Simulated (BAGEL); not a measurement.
**CASPT2(5,6)/cc-pVTZ (density fitting with qzvpp-jkfit) run of BH2 (boron dihydride)**

Aim: the vertical doublet–quartet gap of BH2 (boron dihydride) at CASPT2(5,6)/cc-pVTZ (density fitting with qzvpp-jkfit), from 2 runs. 

Program for the calculation: BAGEL 1.2.2.

12 further runs of the same task are left out: 12 set aside as unsound or not needed.

## 1. The system as given

The species is BH2 (3 atoms), meant as a doublet with charge 0. As SMILES, `[BH2]`. Geometry: relaxed at GFN2-xTB.

Bond lengths: B1–H2 1.159 Å, B1–H3 1.159 Å. Angles: H2–B1–H3 128.4°.

## 2. The energy at CASPT2(5,6)/cc-pVTZ (density fitting with qzvpp-jkfit)

caspt2.json

```json
{ "bagel" : [

{
  "title" : "molecule",
  "basis" : "cc-pvtz.json",
  "df_basis" : "qzvpp-jkfit",
  "angstrom" : true,
  "geometry" : [
    { "atom" : "B", "xyz" : [       0.262840,      -0.166230,       0.128640 ] },
    { "atom" : "H", "xyz" : [       0.280020,       0.985320,       0.260980 ] },
    { "atom" : "H", "xyz" : [      -0.542860,      -0.819090,      -0.389630 ] }
  ]
},

{
  "title" : "hf",
  "charge" : 1
},

{
  "title" : "casscf",
  "nstate" : 1,
  "nact" : 6,
  "nclosed" : 1,
  "charge" : 0,
  "nspin" : 1,
  "maxiter" : 200,
  "natocc" : true
},

{
  "title" : "print",
  "file" : "orbitals.molden",
  "orbitals" : true
},

{
  "title" : "smith",
  "method" : "caspt2",
  "ms" : true,
  "xms" : true,
  "sssr" : true,
  "shift" : 0.0,
  "ncore" : 1
}

]}
```

The basis set cc-pVTZ is read from a file made from the Basis Set Exchange's data (not shown).

Started as:

```console
$ BAGEL_NUM_THREADS=1 BAGEL caspt2.json > caspt2.out
```

The program printed:

```text
* using 1 threads per process

  ===============================================================
  ===============================================================

  *** Geometry ***

  { "atom" : "B", "xyz" : [      0.496696,     -0.314129,      0.243094 ] },
  { "atom" : "H", "xyz" : [      0.529161,      1.861985,      0.493181 ] },
  { "atom" : "H", "xyz" : [     -1.025857,     -1.547856,     -0.736294 ] },

  Number of auxiliary basis functions:      111

  Since a DF basis is specified, we compute 2- and 3-index integrals:
    o Being stored without compression. Storage requirement is 0.003 GB

  Number of basis functions:       58
  Number of electrons      :        7

    * METHOD: MOLECULE                             0.02

  *** RHF ***

  === Nuclear Repulsion ===
     4.8182438468

      * DIIS with orbital gradients will be used.

[... 6 lines left out ...]
    * SCF iteration converged.
[... 1 line left out ...]
    * Permanent dipole moment:
[... 22 lines left out ...]
    * Second-order optimization converged. *
[... 11 lines left out ...]
     * ci vector, state   0, <S^2> = 0.7500
[... 5 lines left out ...]
    * METHOD: CASSCF                               0.51

    * METHOD: PRINT                                0.01

  === SMITH program ===

    * freezing 1 orbital

    * Approximate memory requirement for SMITH calulation per MPI process:
      o Storage requirement for T-amplitude, lambda, and residual is 0.00 GB
      o Storage requirement for MO integrals is 0.00 GB
    * Calculating and saving rdm4f

    * Zeroth order energy : state  0       -2.4235074484

    * CASPT2 iteration is performed using redundant basis

      ---- iteration ----

        0    -0.05510394     0.00617201      0.03
        1    -0.05603788     0.00104089      0.03
        2    -0.05608773     0.00016772      0.03
        3    -0.05608879     0.00003321      0.03
        4    -0.05608886     0.00000682      0.03
        5    -0.05608887     0.00000169      0.03
        6    -0.05608887     0.00000037      0.03

      -------------------

    * CASPT2 energy : state  0      -25.8505127994
        reference weight              0.9785764005

    * METHOD: SMITH                                0.29

  ===============================================================
```

Wall time 1.1 s (1 thread of Intel Xeon Platinum 8488C (Sapphire Rapids), shared host).

## 3. The quartet, same level

input.json

```json
{ "bagel": [

{
  "title": "molecule",
  "basis": "cc-pvtz.json",
  "df_basis": "qzvpp-jkfit",
  "angstrom": true,
  "geometry": [
    { "atom": "B", "xyz": [    0.262840,   -0.166230,    0.128640 ] },
    { "atom": "H", "xyz": [    0.280020,    0.985320,    0.260980 ] },
    { "atom": "H", "xyz": [   -0.542860,   -0.819090,   -0.389630 ] }
  ]
},
{
  "title": "hf",
  "charge": 1
},
{
  "title": "casscf",
  "nstate": 1,
  "nact": 6,
  "nclosed": 1,
  "nspin": 3,
  "maxiter": 200,
  "natocc": true
},
{
  "title": "print",
  "file": "orbitals.molden",
  "orbitals": true
},
{
  "title": "smith",
  "method": "caspt2",
  "ms": true,
  "xms": true,
  "sssr": true,
  "shift": 0.0,
  "ncore": 1
}

]}
```

The basis set cc-pVTZ is read from a file made from the Basis Set Exchange's data (not shown).

Started as:

```console
$ BAGEL_NUM_THREADS=1 BAGEL input.json > input.out
```

The program printed:

```text
* using 1 threads per process

  ===============================================================
  ===============================================================

  *** Geometry ***

  { "atom" : "B", "xyz" : [      0.496696,     -0.314129,      0.243094 ] },
  { "atom" : "H", "xyz" : [      0.529161,      1.861985,      0.493181 ] },
  { "atom" : "H", "xyz" : [     -1.025857,     -1.547856,     -0.736294 ] },

  Number of auxiliary basis functions:      111

  Since a DF basis is specified, we compute 2- and 3-index integrals:
    o Being stored without compression. Storage requirement is 0.003 GB

  Number of basis functions:       58
  Number of electrons      :        7

    * METHOD: MOLECULE                             0.02

  *** RHF ***

  === Nuclear Repulsion ===
     4.8182438468

      * DIIS with orbital gradients will be used.

[... 6 lines left out ...]
    * SCF iteration converged.
[... 1 line left out ...]
    * Permanent dipole moment:
[... 22 lines left out ...]
    * Second-order optimization converged. *
[... 11 lines left out ...]
     * ci vector, state   0, <S^2> = 3.7500
[... 6 lines left out ...]
    * METHOD: CASSCF                               0.23

    * METHOD: PRINT                                0.01

  === SMITH program ===

    * freezing 1 orbital

    * Approximate memory requirement for SMITH calulation per MPI process:
      o Storage requirement for T-amplitude, lambda, and residual is 0.00 GB
      o Storage requirement for MO integrals is 0.00 GB
    * Calculating and saving rdm4f

    * Zeroth order energy : state  0       -1.8388938980

    * CASPT2 iteration is performed using redundant basis

      ---- iteration ----

        0    -0.06064768     0.00353799      0.03
        1    -0.06120012     0.00042065      0.03
        2    -0.06121672     0.00007660      0.03
        3    -0.06121700     0.00000904      0.03
        4    -0.06121700     0.00000207      0.03
        5    -0.06121701     0.00000028      0.03

      -------------------

    * CASPT2 energy : state  0      -25.6566886430
        reference weight              0.9683296326

    * METHOD: SMITH                                0.25

  ===============================================================
```

Run time: 0.74 s. Hardware: 1 thread of Intel Xeon Platinum 8488C (Sapphire Rapids), shared host.

## 4. What came out

Level: CASPT2(5,6)/cc-pVTZ (density fitting with qzvpp-jkfit), 1 core orbital frozen.

```
                                        quantity         value
                           doublet: total energy  -25.85051 Eh
                           quartet: total energy  -25.65669 Eh
vertical energy of the quartet above the doublet      5.274 eV
```

What this shows: At this shape the quartet lies 5.27 eV (122 kcal/mol) above the doublet.
